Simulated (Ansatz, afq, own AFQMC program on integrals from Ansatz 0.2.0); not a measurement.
## BH2O, doublet → BH₂O⁺, singlet

```csv
atom,x (Å),y (Å),z (Å)
B,0.0000,0.0000,0.6689
O,0.0000,0.0000,-0.6123
H,0.0000,1.0503,1.2721
H,0.0000,-1.0503,1.2721
```

Connectivity, by distances: BH2–O.

E(singlet, charge +1) − E(doublet, charge +0) at this geometry, on UHF and RHF determinants.

Basis cc-pVDZ. Only valence electrons are correlated. Ansatz 0.2.0 and our own AFQMC program on the same integrals; the CISD trial comes from CCSD amplitudes, and released means the phaseless constraint is let go. Uncertainties: one standard error, sampling alone. The errors of all members are added in quadrature.

No full CI on the walks' own integrals is used here; CCSDT(Q) serves as the reference and is uncertain by about the last step of the cluster series. Each member takes its own surest rung, up to full CI.

Errors are counted within cc-pVDZ, not against nature.

Cautions: BH₂O (doublet): raised T1 diagnostic (T1 0.040, weight of the determinant 0.87, largest double 0.06); BH₂O⁺ (singlet): higher spins were not checked, restricted determinant unstable towards unrestricted (UHF 839 meV lower, ⟨S²⟩ 0.78), strong correlation (T1 0.068, weight of the determinant 0.79, largest double 0.22), the released energies are still falling, so no released level is given (meV from the phaseless value at times in 1/Eh: -19 ± 5 at 0.24, -32 ± 5 at 0.51, -43 ± 5 at 0.99, -46 ± 7 at 1.62, -49 ± 6 at 2.40), though the last usable value meets CCSDTQ within the noise, its ph-AFQMC/CISD value lies 59 ± 4 meV above CCSDTQ.

Reference (CCSDT(Q)): 269.1 kcal/mol.

| level | vertical ionization energy (kcal/mol) | error against CCSDT(Q) (kcal/mol) |
| --- | --- | --- |
| HF | 296.4 | 27.4 |
| MP2 | 279.5 | 10.4 |
| CCSD | 275.1 | 6.0 |
| CCSD(T) | 268.8 | -0.3 |
| CCSDT | 269.9 | 0.8 |
| ph-AFQMC/CISD | 270.3 ± 0.2 | 1.2 ± 0.2 |

Correlation beyond CCSD(T) adds 0.3 kcal/mol. The perturbative (T) step is worth −6.3 kcal/mol. Where the cautions show a poor determinant, the low rows tell how each method copes with it, not its usual error.

A walk keeps the symmetry of its determinant, which the program's search chose and which needn't be the lowest solution, so a lower state of the same spin and another symmetry isn't excluded.
